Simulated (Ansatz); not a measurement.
A made-up structure of CH₃OSi, doublet:

```
6
angstrom
O 0.7210 -0.6320 0.3148
C -0.3571 -0.8986 -0.0451
Si 0.0057 0.9598 0.0192
H -0.4903 -1.3547 -1.0529
H 0.7296 1.4629 -1.1777
H 0.5894 1.4051 1.3075
```

It is relaxed with PBE-D4/def2-SVP and then PBE0-D4/def2-TZVP (Ansatz 0.2.0). Atoms count as bonded within 1.22 times the sum of their covalent radii (H–H: 0.88 Å). The end point is not checked to be a true minimum.

Task: Does its bonding change? (Judge from chemistry; the calculation decides.)

Result: The calculation gives: No: no bond forms or breaks.

Where it ends: The first stage lowers the energy by 1.53 eV in 8 steps. It ends as CH₃OSi ([CH]1[O][SiH2]1):
```
6
angstrom
O 0.9927 -0.7506 0.0671
C -0.3832 -0.7772 -0.1805
Si 0.3282 0.8184 0.0308
H -0.8093 -1.5534 -0.8022
H 0.8371 1.6680 -1.0667
H 0.2329 1.5373 1.3174
```

Labels in which every atom is bracketed show which atoms are joined, not bond orders.

For scale, one of the runs: PBE0-D4/def2-TZVP relaxation, 117 basis functions, launched by `ansatz run in.yaml --threads 2 --pin off --events-out ev --progress --plain --max-ram 4352MiB`. Hardware: 2 CPU threads of an Arm Neoverse V2, shared host. Wall time about 22 s.
